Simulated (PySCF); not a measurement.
**One shape, several levels: CH2FO (SMILES [O]CF)**

Wanted: a comparison of 6 runs (U-r2SCAN/STO-3G, UB2PLYP/STO-3G, UM06-2X/STO-3G, UPBE/STO-3G, UMP2/STO-3G, ROCCSD(T)/STO-3G) of CH2FO. The job is set up through a Python script.

The results are computed with PySCF 2.14.0.

4 further runs of the same task are left out: 2 that didn't finish, 2 set aside as unsound or not needed.

## 1. Starting point

CH2FO: 5 atoms, total charge 0, spin state doublet. As SMILES, `[O]CF`. The O1–C2 distance was set to 3.649 Å, away from the relaxed value. At this shape a bond of the SMILES string is far longer than usual.

Bond lengths: C2–F3 1.376 Å, C2–H4 1.109 Å, C2–H5 1.109 Å. Angles: F3–C2–H4 107.5°, F3–C2–H5 107.5°, H4–C2–H5 107.3°.

## 2. A single-point energy at U-r2SCAN/STO-3G (run 1)

The input, run.py:

```python
from pyscf import gto, dft

system = gto.M(
    atom='''
O     -3.126263     0.589697     1.767390
C     -0.009600    -0.012300    -0.033000
F      1.105500    -0.174700     0.757200
H     -0.112900    -0.924800    -0.655200
H      0.189500     0.835500    -0.720300
''',
    basis='sto-3g',
    max_memory=1860,
    verbose=3,
    spin=1,
)

mf = dft.UKS(system, xc='r2scan')
mf.conv_tol = 1e-10
mf.grids.level = 5
mf.kernel()
if not mf.converged:
    mf = mf.newton().run(mf.mo_coeff, mf.mo_occ)

e_final = mf.e_tot
print('E = %.10f Eh' % e_final)
```

Started as:

```bash
OMP_NUM_THREADS=1 python run.py
```

Output:

```text
WARN: HOMO 0.062211931270397 >= LUMO 0.0622126430428758

WARN: HOMO 0.0915321626781777 >= LUMO 0.0922759536754411

WARN: HOMO -0.0919145738522198 >= LUMO -0.0918512410399862

SCF not converged.
SCF energy = -211.100298206693 after 50 cycles  <S^2> = 1.7515017  2S+1 = 2.8294888
converged SCF energy = -211.100588757577  <S^2> = 1.75036  2S+1 = 2.8286816
E = -211.1005887576 Eh
```

Run time: 54 s. Hardware: 1 thread of Arm Neoverse V2, shared host; peak memory 0.49 GiB.

## 3. A single-point energy at UB2PLYP/STO-3G (run 2)

The input, input.py:

```python
from pyscf import gto, dft, mp

mol = gto.M(
    atom=[
    ('O', (-3.126263, 0.589697, 1.767390)),
    ('C', (-0.009600, -0.012300, -0.033000)),
    ('F', (1.105500, -0.174700, 0.757200)),
    ('H', (-0.112900, -0.924800, -0.655200)),
    ('H', (0.189500, 0.835500, -0.720300)),
],
    max_memory=1860,
    spin=1,
    verbose=3,
    basis='sto-3g',
)

calc0 = dft.UKS(mol)
calc0.xc = '0.53*HF + 0.47*B88, 0.73*LYP'
calc0.conv_tol = 1e-10
calc0.grids.level = 5
calc0.kernel()
if not calc0.converged:
    calc0 = calc0.newton().run(calc0.mo_coeff, calc0.mo_occ)

pt = mp.MP2(calc0, frozen=3).run()
etot = calc0.e_tot + 0.27 * pt.e_corr
print('PT2 part  %.8f' % (0.27 * pt.e_corr))
print(f'total energy: {etot:.8f} hartree')
```

Started as:

```bash
OMP_NUM_THREADS=1 python input.py
```

Output:

```text
WARN: HOMO 0.160882419619788 >= LUMO 0.160884945571624

converged SCF energy = -210.894732229871  <S^2> = 1.7522149  2S+1 = 2.8299929
E(UMP2) = -210.978319438352  E_corr = -0.0835872084802231
E(SCS-UMP2) = -210.984017578543  E_corr = -0.089285348671623
PT2 part  -0.02256855
total energy: -210.91730078 hartree
```

Run time: 8.1 s. Hardware: 1 thread of Arm Neoverse V2, shared host; peak memory 0.2 GiB.

Run 3 isn't shown in full; the table further down has it.

## 4. The energy at UPBE/STO-3G (run 4)

The input, input.py:

```python
from pyscf import gto, dft

mol = gto.Mole()
mol.atom = '''
O   -3.126263   0.589697   1.767390
C   -0.009600  -0.012300  -0.033000
F    1.105500  -0.174700   0.757200
H   -0.112900  -0.924800  -0.655200
H    0.189500   0.835500  -0.720300
'''
mol.basis = 'sto-3g'
mol.spin = 1
mol.verbose = 3
mol.max_memory = 1860
mol.build()

myscf = dft.UKS(mol)
myscf.xc = 'pbe'
myscf.conv_tol = 1e-10
myscf.grids.level = 5
myscf.kernel()
if not myscf.converged:
    myscf = myscf.newton().run(myscf.mo_coeff, myscf.mo_occ)

etot = myscf.e_tot
print('E = %.10f Eh' % etot)
```

Started as:

```bash
OMP_NUM_THREADS=1 python input.py
```

Output:

```text
WARN: HOMO 0.0462279905330858 >= LUMO 0.0462283924671714

WARN: HOMO 0.136438706664438 >= LUMO 0.137320931516918

WARN: HOMO -0.0731211129393056 >= LUMO -0.0795639953785934

WARN: HOMO -0.0965076681492759 >= LUMO -0.100046539927479

converged SCF energy = -210.926902522262  <S^2> = 1.7508067  2S+1 = 2.8289975
E = -210.9269025223 Eh
```

Run time: 12 s. Hardware: 1 thread of Arm Neoverse V2, shared host; peak memory 0.2 GiB.

Run 5 isn't shown in full; the table further down has it.

## 5. The energy at ROCCSD(T)/STO-3G (run 6)

The input, input.py:

```python
from pyscf import gto, scf, cc

mol = gto.M(
    atom=[
    ('O', (-3.126263, 0.589697, 1.767390)),
    ('C', (-0.009600, -0.012300, -0.033000)),
    ('F', (1.105500, -0.174700, 0.757200)),
    ('H', (-0.112900, -0.924800, -0.655200)),
    ('H', (0.189500, 0.835500, -0.720300)),
],
    max_memory=1860,
    charge=0,
    verbose=4,
    basis='sto-3g',
    spin=1,
)

mf = scf.ROHF(mol)
mf.conv_tol = 1e-10
mf.kernel()
if not mf.converged:
    mf = mf.newton().run(mf.mo_coeff, mf.mo_occ)

mycc = cc.CCSD(mf, frozen=3)
mycc.kernel()
e_t = mycc.ccsd_t()
energy = mycc.e_tot + e_t
print('Final energy', energy)
```

Started as:

```bash
OMP_NUM_THREADS=1 python input.py
```

Output:

```text
PySCF version 2.14.0

[... 44 lines left out ...]
WARN: HOMO -0.0276440285046201 >= LUMO -0.0519849358229935
[... 7 lines left out ...]
WARN: HOMO -0.0337058528768662 >= LUMO -0.0531500146739284
[... 33 lines left out ...]
SCF not converged.
SCF energy = -209.977794938588
[... 74 lines left out ...]
WARN: RCCSD method does not support ROHF method. ROHF object is converted to UHF object and UCCSD method is called.
[... 54 lines left out ...]
UCCSD converged
[... 2 lines left out ...]
Final energy -210.41371918998948
```

Run time: 1.2 s. Hardware: 1 thread of Arm Neoverse V2, shared host; peak memory 0.12 GiB.

## 6. Overview of the runs

```csv
run,level,frozen core orbitals,integration grid,energy (Eh),dipole moment (D) of the reference,HOMO energy (eV),LUMO energy (eV),wall time
1,U-r2SCAN/STO-3G,–,5,-211.100589,0.57,-2.00,0.36,54 s
2,UB2PLYP/STO-3G,3,5,-210.917301,0.69,-6.16,3.23,8.1 s
3,UM06-2X/STO-3G,–,5,-211.165503,0.61,-5.82,2.52,14 s
4,UPBE/STO-3G,–,5,-210.926903,0.55,-1.33,-0.43,12 s
5,UMP2/STO-3G,3,–,-210.385714,0.92,-9.64,7.27,0.7 s
6,ROCCSD(T)/STO-3G,3,–,-210.413719,1.40,–,–,1.2 s
```

## 7. Outcome

```
                                          quantity          value
                               run 6: total energy  -210.41372 Eh
       run 6: dipole moment (Hartree–Fock density)         1.40 D
run 6: correlation energy (3 core orbitals frozen)     -403.7 mEh
                             run 6: (T) correction      -4.87 mEh
          run 6: ⟨S²⟩ of the reference determinant          0.750
                              run 6: T1 diagnostic          0.227
```

In words: Over runs 1, 2, 3, 4 the dipole moment (its size) runs from 0.55 D (UPBE/STO-3G) to 0.69 D (UB2PLYP/STO-3G). A double hybrid's value is that of its SCF part. Totals of different functionals can't be ranked against each other. In run 6 the T1 diagnostic is large, so a single reference may not serve. In runs 1, 2, 3, 4, 5, 6 the basis is minimal, so the values are rough. Spin contamination of the reference: run 5 ⟨S²⟩ = 1.76, run 3 ⟨S²⟩ = 1.75, run 2 ⟨S²⟩ = 1.75, run 4 ⟨S²⟩ = 1.75, run 1 ⟨S²⟩ = 1.75. Where it is this large, the reference is a mixture of spin states, and values that rest on it are in doubt. All runs together took 90 s, the longest 54 s.
